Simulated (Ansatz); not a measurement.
Molecule (SMILES): [O]Cl (O-Cl), doublet.
Atoms: Cl1, O2. Bonds: Cl1-O2.

Basis-set convergence of the optimised Cl1-O2 bond length at PBE with Ansatz (a program for electronic structure). Cartesian d functions, on some or all atoms, in 6-31G**, 6-31+G*, 6-311G**, 6-311+G**; all else is spherical. The program fits the integrals of some runs and decomposes those of others, by size. Open shells are unrestricted. No added dispersion term, no relativity. Reference: the value in pcseg-4, 1.5774 Å, itself unsure by roughly 0.0008 Å (its mean distance from aug-pcseg-3, aug-cc-pV(Q+d)Z, cc-pV(5+d)Z). Deviations are taken from unrounded values.

```
basis              functions
-----------------  ---------
STO-3G                    14
3-21G                     22
6-31G                     22
6-31G**                   34
cc-pV(D+d)Z               37
6-31+G*                   42
6-311G**                  45
6-311+G**                 53
6-311++G(2d,2p)           62
cc-pV(T+d)Z               69
6-311++G(3df,3pd)         86
cc-pV(Q+d)Z              119
cc-pV(5+d)Z              191
```

Which is the smallest set listed that can be trusted to 0.01 Å here, that is, within that of the reference together with its larger relatives (same family, alike in diffuse functions; a set with none to test it counts only in the reference's own line)?

The smallest set listed that lies within 0.01 Å of the reference with all its larger relatives (same family, alike in diffuse functions; a set with none counts only in the reference's own line) is cc-pV(T+d)Z (69 functions, 0.0067 Å off). Inside, with no larger relative to test it: 6-311++G(3df,3pd). Value minus reference: STO-3G 0.1914, 3-21G 0.1888, 6-31G 0.1876, 6-31G** 0.0436, cc-pV(D+d)Z 0.0343, 6-31+G* 0.0409, 6-311G** 0.0515, 6-311+G** 0.0437, 6-311++G(2d,2p) 0.0245, cc-pV(T+d)Z 0.0067, 6-311++G(3df,3pd) 0.0025, cc-pV(Q+d)Z 0.0025, cc-pV(5+d)Z 0.0007 Å.
